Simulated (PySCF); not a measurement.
# P2: energy against distance

Set-up: basis P aug-pcseg-1; no relativity; PySCF 2.14. Energies in eV from P + P in their ground configurations at the same level. State: ¹Σg⁺ (singlet), closed shell.

```tsv
R (Å)	r²SCAN	revPBE
1.630	-2.580	-2.516
1.706	-3.739	-3.722
1.781	-4.394	-4.427
1.838	-4.638	-4.709
1.895	-4.721	-4.833
1.952	-4.681	-4.831
2.028	-4.483	-4.686
2.122	-4.078	-4.343
2.236	-3.456	-3.793
2.388	-2.783	-3.010
```

Q: Put a parabola through the three lowest points of the r²SCAN curve and estimate Re, k and ωe (reduced mass 15.49 u; 1 eV/Å² = 0.16022 mdyn/Å; ωe = 1302.8·√(k/μ) cm⁻¹).

A: Through R = 1.838, 1.895, 1.952 Å the second-order coefficient is 18.9 eV/Å², so Re ≈ 1.905 Å, k ≈ 6.07 mdyn/Å and ωe ≈ 815 cm⁻¹. A polynomial fit of higher order to the unrounded r²SCAN energies gives Re = 1.902 Å, k = 5.91 mdyn/Å, ωe = 805 cm⁻¹; anharmonicity and rounding make the difference.

The higher-order fit for each curve: r²SCAN: Re = 1.902 Å, ωe = 805 cm⁻¹, De = 4.72 eV; revPBE: Re = 1.922 Å, ωe = 770 cm⁻¹, De = 4.85 eV.

⟨S²⟩ of the unrestricted solution departs from its pure value on part of the curve, where spin states mix.
